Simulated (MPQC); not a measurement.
**CH6B− ([BMeH3]-) at 4 levels**

Aim: a comparison of 4 runs (HF/STO-3G, HF/def2-SVP, PBE0/def2-SVP, MP2/def2-SVP) of CH6B− ([BMeH3]-). 

The results are computed with MPQC 2.3.1.

## 1. The system as given

CH6B−: 8 atoms, total charge -1, spin state singlet. SMILES: `[H][B-]([H])([H])C`. The shape is that of a GFN2-xTB optimisation.

Bond lengths: B1–C2 1.649 Å, C2–H3 1.096 Å, C2–H4 1.096 Å, C2–H5 1.096 Å, B1–H6 1.231 Å, B1–H7 1.231 Å, B1–H8 1.232 Å. Some angles: B1–C2–H3 112.2°, B1–C2–H4 112.2°, B1–C2–H5 112.2°, C2–B1–H6 110.2°, C2–B1–H7 110.2°, C2–B1–H8 110.2°, H3–C2–H4 106.6°, H3–C2–H5 106.6°, H4–C2–H5 106.6°, H6–B1–H7 108.7°.

## 2. Energy and forces at HF/STO-3G (run 1)

The input, input.in:

```
% CH6B
molecule<Molecule>: (
    symmetry = c1
    unit = angstrom
    { atoms geometry } = {
        B  [ -0.002120       0.003030      -0.820260 ]
        C  [ 0.002160      -0.002850       0.828840 ]
        H  [ -1.010180       0.041900       1.245300 ]
        H  [ 0.550190       0.849940       1.244930 ]
        H  [ 0.469650      -0.905360       1.238890 ]
        H  [ 1.151450      -0.035240      -1.249110 ]
        H  [ -0.546150       1.024230      -1.240270 ]
        H  [ -0.615010      -0.975650      -1.248310 ]
    }
)
basis<GaussianBasisSet>: (
    name = "STO-3G"
    molecule = $:molecule
    basisdir = "."
    puream = yes
)
mpqc: (
    checkpoint = no
    savestate = no
    restart = no
    do_energy = yes
    do_gradient = yes
    optimize = no
    mole<CLHF>: (
        molecule = $:molecule
        basis = $:basis
        total_charge = -1
        memory = 1000000000
        print_evals = yes
        print_npa = yes
        maxiter = 120
        value_accuracy = 1e-08
        guess_wavefunction<CLHF>: (
            molecule = $:molecule
            total_charge = -1
            memory = 1000000000
            value_accuracy = 1e-3
            basis<GaussianBasisSet>: (
                name = "STO-3G"
                molecule = $:molecule
            )
        )
    )
)
```

The basis set STO-3G is read from a file made from the Basis Set Exchange's data (not shown).

The run is started by

```sh
mpqc input.in > input.out
```

Output:

```text
MPQC: Massively Parallel Quantum Chemistry
[...]
  LUMO is    10   A =   0.927557
  total scf energy =  -65.1402912622
[...]
Value of the MolecularEnergy:  -65.1402912622
  Gradient of the MolecularEnergy:
      1    0.0000184941
      2    0.0000695085
      3    0.0300587826
      4   -0.0001939061
      5    0.0002561330
      6    0.0049347879
      7   -0.0061943760
      8    0.0002821598
      9   -0.0004513863
     10    0.0034850715
     11    0.0052945195
     12   -0.0003253988
[...]
      symmetry = c1
[...]
```

Run time: 0.18 s. Hardware: 1 thread of Arm Neoverse V2, shared host.

## 3. Energy and gradient at HF/def2-SVP (run 2)

The input, job.in:

```
% CH6B
molecule<Molecule>: (
   symmetry = c1
   unit = angstrom
   { atoms geometry } = {
      B  [ -0.002120     0.003030    -0.820260 ]
      C  [ 0.002160    -0.002850     0.828840 ]
      H  [ -1.010180     0.041900     1.245300 ]
      H  [ 0.550190     0.849940     1.244930 ]
      H  [ 0.469650    -0.905360     1.238890 ]
      H  [ 1.151450    -0.035240    -1.249110 ]
      H  [ -0.546150     1.024230    -1.240270 ]
      H  [ -0.615010    -0.975650    -1.248310 ]
   }
)
basis<GaussianBasisSet>: (
   name = "def2-SVP"
   molecule = $:molecule
   basisdir = "."
   puream = yes
)
mpqc: (
   checkpoint = no
   savestate = no
   restart = no
   do_energy = yes
   do_gradient = yes
   optimize = no
   mole<CLHF>: (
      molecule = $:molecule
      basis = $:basis
      total_charge = -1
      memory = 1000000000
      print_evals = yes
      print_npa = yes
      maxiter = 120
      value_accuracy = 1e-08
      guess_wavefunction<CLHF>: (
         molecule = $:molecule
         total_charge = -1
         memory = 1000000000
         value_accuracy = 1e-3
         basis<GaussianBasisSet>: (
            name = "MINI (Huzinaga)"
            molecule = $:molecule
         )
      )
   )
)
```

The basis set def2-SVP is read from a file made from the Basis Set Exchange's data (not shown).

The run is started by

```sh
mpqc job.in > job.out
```

Output:

```text
MPQC: Massively Parallel Quantum Chemistry
[...]
  LUMO is    10   A =   0.371183
  total scf energy =  -65.9684494801
[...]
Value of the MolecularEnergy:  -65.9684494801
  Gradient of the MolecularEnergy:
      1   -0.0000660165
      2    0.0001687809
      3   -0.0065688250
      4   -0.0001584822
      5    0.0002009991
      6    0.0003442788
      7    0.0033318996
      8   -0.0001265851
      9   -0.0021927901
     10   -0.0016842693
     11   -0.0027507040
     12   -0.0020922551
[...]
      symmetry = c1
[...]
```

Wall time 5.7 s (1 thread of Arm Neoverse V2, shared host); peak memory 0.25 GiB.

Run 3 isn't shown in full; the table further down has it.

## 4. Energy and forces at MP2/def2-SVP (run 4)

The input, job.in:

```
% emacs should use -*- KeyVal -*- mode
molecule<Molecule>: (
  symmetry = c1
  unit = angstrom
  { atoms geometry } = {
    B  [ -0.002120 0.003030 -0.820260 ]
    C  [ 0.002160 -0.002850 0.828840 ]
    H  [ -1.010180 0.041900 1.245300 ]
    H  [ 0.550190 0.849940 1.244930 ]
    H  [ 0.469650 -0.905360 1.238890 ]
    H  [ 1.151450 -0.035240 -1.249110 ]
    H  [ -0.546150 1.024230 -1.240270 ]
    H  [ -0.615010 -0.975650 -1.248310 ]
  }
)
basis<GaussianBasisSet>: (
  name = "def2-SVP"
  molecule = $:molecule
  basisdir = "."
  puream = yes
)
mpqc: (
  checkpoint = no
  savestate = no
  restart = no
  do_energy = yes
  do_gradient = yes
  optimize = no
  mole<MBPT2>: (
    molecule = $:molecule
    basis = $:basis
    memory = 1000000000
    method = mp
    nfzc = 2
    reference<CLHF>: (
      molecule = $:molecule
      basis = $:basis
      total_charge = -1
      memory = 1000000000
      print_evals = yes
      maxiter = 120
      value_accuracy = 1e-08
      guess_wavefunction<CLHF>: (
        molecule = $:molecule
        total_charge = -1
        memory = 1000000000
        value_accuracy = 1e-3
        basis<GaussianBasisSet>: (
          name = "STO-3G"
          molecule = $:molecule
        )
      )
    )
  )
)
```

The basis set def2-SVP is read from a file made from the Basis Set Exchange's data (not shown).

The run is started by

```sh
mpqc job.in > job.out
```

Output:

```text
MPQC: Massively Parallel Quantum Chemistry
[...]
  LUMO is    10   A =   0.371183
  total scf energy =  -65.9684494801
[...]
  MP2 correlation energy [au]:         -0.276136445998
  MP2 energy [au]:                    -66.244585926116
[...]
Value of the MolecularEnergy:  -66.2445859261
  Gradient of the MolecularEnergy:
      1   -0.0000640522
      2    0.0001799276
      3   -0.0066894486
      4   -0.0001453534
      5    0.0001642786
      6    0.0085307285
      7    0.0068795536
      8   -0.0002800736
      9   -0.0035366694
     10   -0.0036031667
     11   -0.0057340409
     12   -0.0034376474
[...]
        symmetry = c1
[...]
```

Run time: 12 s. Hardware: 1 thread of Arm Neoverse V2, shared host; peak memory 0.33 GiB.

## 5. The series

```
run          level   starting guess  integration grid  energy (Eh)  HOMO energy (eV)  LUMO energy (eV)  HOMO–LUMO gap (eV)  wall time
  1      HF/STO-3G           STO-3G                 –   -65.140291             -2.27             25.24               27.51     0.18 s
  2    HF/def2-SVP  MINI (Huzinaga)                 –   -65.968449             -4.79             10.10               14.89      5.7 s
  3  PBE0/def2-SVP           STO-2G             xfine   -66.422979             -1.38              7.32                8.71       36 s
  4   MP2/def2-SVP           STO-3G                 –   -66.244586             -4.79             10.10               14.89       12 s
```

## 6. What came out

| quantity | value |
| --- | --- |
| run 4: total energy | -66.24459 Eh |
| run 4: HOMO energy (Hartree–Fock orbitals) | -4.79 eV |
| run 4: LUMO energy (Hartree–Fock orbitals) | 10.10 eV |
| run 4: HOMO–LUMO gap (to an unbound level, set by the basis) | 14.89 eV |
| run 4: correlation energy (2 core orbitals frozen) | -276.1 mEh |
| run 4: largest force on an atom | 0.439 eV/Å |

In words: Over runs 1, 2, 3 the HOMO–LUMO gap runs from 8.71 eV (PBE0/def2-SVP) to 27.51 eV (HF/STO-3G). The two ends differ in method and basis. The empty levels of an anion lie above zero and hang on the basis. In run 1 the basis is minimal, so the values are rough. All runs together took 54 s, the longest 36 s.
